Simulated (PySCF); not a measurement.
**Identify the compound**

The spectra below were simulated for a compound C$_{4}$H$_{6}$O$_{2}$.

$^{1}$H NMR (300 MHz, computed): δ 6.08 (br s, 1H), 1.65 (m, 1H), 1.02 (m, 2H), 0.90 (m, 2H).

$^{13}$C{$^{1}$H} NMR (computed): δ 180.6 (C), 13.6 (CH), 11.8 (CH2).

[PySCF 2.14.0 with density-fitted response routines: GIAO PBE0/pcSseg-1 shieldings; GFN2-xTB geometry; J: B3LYP/pcJ-1 (without the spin–dipole term); averaged over atoms made equivalent by symmetry, fast rotation or ring inversion; one conformer; non-relativistic Hamiltonian; isolated molecule]

Scale: $^{1}$H (31.72 ppm), $^{13}$C (186.93 ppm) against TMS (reference shieldings calculated alike).

Which of these isomers gave the spectra?
A. C=CCC(=O)O
B. O=C(O)C1CC1
C. CCC(=O)C=O
D. CCOC=C=O
E. C=CC(=O)OC
F. C[C@@H]1OCC1=O

## Answers

B. 

1. Rings plus π bonds: 2 (1 ring in the answer).
2. 3 carbon signals for 4 carbons: some carbons are equivalent by symmetry or fast rotation.
3. Carbon types of the structure: 1 × C, 1 × CH, 2 × CH2, leaving 1 H on heteroatoms.
4. δC 180.6: carboxylic acid carbon; it is a carbonyl in resonance with an O or N lone pair, the region of acids, esters and amides.
5. δC 13.6, 11.8: three-membered-ring carbon; carbons of three-membered rings are unusually shielded.
6. δH 6.08: hydrogen on an acid hydroxyl oxygen; exchangeable; this is the value without hydrogen bonding to other molecules.
7. δH 1.65, 1.02, 0.90: hydrogen on a three-membered-ring carbon.

The others: CCOC=C=O would give 4 carbon signals, not 3; C[C@@H]1OCC1=O would give 4 carbon signals, not 3; C=CC(=O)OC would give 4 carbon signals, not 3; CCC(=O)C=O would give 4 carbon signals, not 3; C=CCC(=O)O would give 4 carbon signals, not 3.

The OH or NH signal is concentration- and solvent-dependent in practice; the value given is the gas-phase one. Multiplet labels drop couplings under 1 Hz and merge nearly equal ones. Couplings among chemically equivalent protons are left out too, so labels in AA′BB′ or AA′XX′ sets are apparent multiplicities. Unscaled 3J(H,H) at this level run about 10 % above measured values. Shifts are as computed. Against solution values, carbons near 30 ppm lie about +3 ppm off and those near 130 ppm about +5 ppm. Of 1211 compounds with measured shifts, 218 miss one by over three times the rms of a fit or turn the order of signals round; such compounds aren't used in these exercises. Hydrogen bonding in solution deshields acid and N–H amide carbonyl carbons by as much as 10 ppm beyond these values.
